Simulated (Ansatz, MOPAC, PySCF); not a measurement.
System: difluoromethane, CH$_{2}$F$_{2}$ (charge 0, singlet). SMILES: FCF
Geometry from a B3LYP-D3(BJ)/def2-TZVP (Ansatz, an electronic-structure program) optimisation:
```xyz
5

C      0.0044     0.0053     0.5043
F     -0.0170     1.1024    -0.3021
F      0.0119    -1.1085    -0.2792
H     -0.9025    -0.0002     1.1113
H      0.9218     0.0234     1.0951
```
Charge 0, spin multiplicity 1.

AM1 beside other levels, property by property. Set-up: six Cartesian d functions in 6-31G* and its kin unless marked 5d; no spin-orbit coupling; valence correlation only; non-relativistic; UHF or UKS for open shells; no dispersion term unless named. CBS marks a two-point X^-3 extrapolation of the correlation energy; Hartree-Fock from the larger set. [CCSD(T)-MP2]/basis is that difference in the basis named. Ab initio and DFT rows: single points at B3LYP-D3(BJ) geometries (Ansatz), with unscaled harmonic terms from B3LYP/6-31G* at its own minima, enthalpies of formation by atomisation with measured atoms. Semi-empirical rows: MOPAC heats of formation at their own minima for 298 K, the proton's as measured; dipoles at the shared geometry. Anions need diffuse functions, which STO-3G, LANL2DZ, def2-SVP, cc-pVDZ and Pople sets without + lack.

Measured values: Active Thermochemical Tables 1.112 (ions: stationary electron), as tabulated in the package chemicals; NIST CCCBDB, as tabulated in the package chemicals; they hold spin-orbit and core effects, anharmonicity. Coupled cluster (Ansatz) is a level with limits of its own, used here on species with T1 under 0.025 (0.045 for open shells) and stable references: (a) RI-MP2/CBS(aug-cc-pVTZ,aug-cc-pVQZ)+[CCSD(T)-MP2]/aug-cc-pVTZ; (b) CCSD(T)/CBS(cc-pVTZ,cc-pVQZ).

```json
[
 {"property": "C-F bond dissociation enthalpy at 298 K, to [CH2]F (CH2F) + F atom (kcal/mol)", "AM1 (MOPAC)": "102.8", "BP86/def2-SVP (PySCF)": "123.6", "B3LYP/6-31G* (Ansatz)": "117.7", "M06-2X/6-31G* (5d) (PySCF)": "121.7", "to compare with": "120.4 coupled cluster (b)"},
 {"property": "size of the dipole moment (D)", "AM1 (MOPAC)": "1.86", "BP86/def2-SVP (PySCF)": "1.73", "B3LYP/6-31G* (Ansatz)": "1.74", "M06-2X/6-31G* (5d) (PySCF)": "1.86", "to compare with": "1.97 measured"},
 {"property": "C-H bond dissociation enthalpy at 298 K, to F[CH]F + H atom (kcal/mol)", "AM1 (MOPAC)": "77.5", "BP86/def2-SVP (PySCF)": "96.6", "B3LYP/6-31G* (Ansatz)": "97.9", "M06-2X/6-31G* (5d) (PySCF)": "99.7", "to compare with": "102.3 coupled cluster (a)"},
 {"property": "enthalpy of formation at 298 K (kcal/mol)", "AM1 (MOPAC)": "-116.1", "BP86/def2-SVP (PySCF)": "-128.3", "B3LYP/6-31G* (Ansatz)": "-107.2", "M06-2X/6-31G* (5d) (PySCF)": "-109.1", "to compare with": "-107.8 measured"},
 {"property": "deprotonation enthalpy (C-H bond) at 298 K, to F[CH-]F + H+ (kcal/mol)", "AM1 (MOPAC)": "388.6", "BP86/def2-SVP (PySCF)": "412.4", "B3LYP/6-31G* (Ansatz)": "419.4", "M06-2X/6-31G* (5d) (PySCF)": "417.4", "to compare with": "398.5 coupled cluster (a)"}
]
```

As the rows show:
- C-F bond dissociation enthalpy at 298 K, to [CH2]F (CH2F) + F atom: AM1 lies 17.6 kcal/mol below coupled cluster.
- size of the dipole moment: AM1 lies 0.11 D below the measured value.
- C-H bond dissociation enthalpy at 298 K, to F[CH]F + H atom: AM1 lies 24.8 kcal/mol below coupled cluster.
- enthalpy of formation at 298 K: AM1 lies 8.3 kcal/mol below the measured value.
- deprotonation enthalpy (C-H bond) at 298 K, to F[CH-]F + H+: AM1 lies 9.9 kcal/mol below coupled cluster.

The properties are those with a value to compare with, at most eight drawn at random. No case is left out for the size of its miss. Left out are saddle points of the reference geometry, anions that the best level run finds unbound, excited spin states, species near biochemistry, cases with under five habitual levels, runs that failed or whose electronic state is in doubt, and table entries that another table contradicts.
